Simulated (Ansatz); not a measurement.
Molecule: CH$_{3}$S, net charge 0, doublet state. It need not be the lowest isomer of its formula. 
Geometry from a B3LYP-D3(BJ)/def2-TZVP (Ansatz, a quantum-chemistry and plane-wave program) optimisation:
```
C
H 1 1.0894
H 1 1.0894 2 110.92
H 1 1.0953 2 107.93 3 118.03
S 1 1.7974 2 111.69 4 116.67
```
Charge 0, spin multiplicity 2.

Computed values are from Ansatz. Valence correlation only, unless marked. UHF or UKS for open shells. No spin-orbit coupling. Non-relativistic. CBS(X,Y): correlation extrapolated as X^-3; Hartree-Fock from the larger set. [CCSD(T)-MP2]/basis is that difference in the basis named.

```json
{
  "atomisation energy De": "1599.6 kJ/mol at RI-MP2/CBS(aug-cc-pV(T+d)Z,aug-cc-pV(Q+d)Z)+[CCSD(T)-MP2]/aug-cc-pV(T+d)Z",
  "vertical ionisation energy (to the triplet)": "9.35 eV at RI-MP2/CBS(aug-cc-pV(T+d)Z,aug-cc-pV(Q+d)Z)+[CCSD(T)-MP2]/aug-cc-pV(T+d)Z",
  "vertical electron affinity (to the singlet; negative means unbound)": "1.86 eV at RI-MP2/CBS(aug-cc-pV(T+d)Z,aug-cc-pV(Q+d)Z)+[CCSD(T)-MP2]/aug-cc-pV(T+d)Z",
  "total_energy": "-437.5777 Eh at RI-MP2/CBS(aug-cc-pV(T+d)Z,aug-cc-pV(Q+d)Z)+[CCSD(T)-MP2]/aug-cc-pV(T+d)Z",
  "dipole_moment": "1.63 D at CCSD(T)/aug-cc-pV(D+d)Z",
  "T1 diagnostic": "0.012 at CCSD/aug-cc-pV(T+d)Z",
  "measured enthalpy of formation, 298 K": "124.7 kJ/mol (G2/97 table in ASE (Curtiss et al.); older table, unchecked)"
}
```
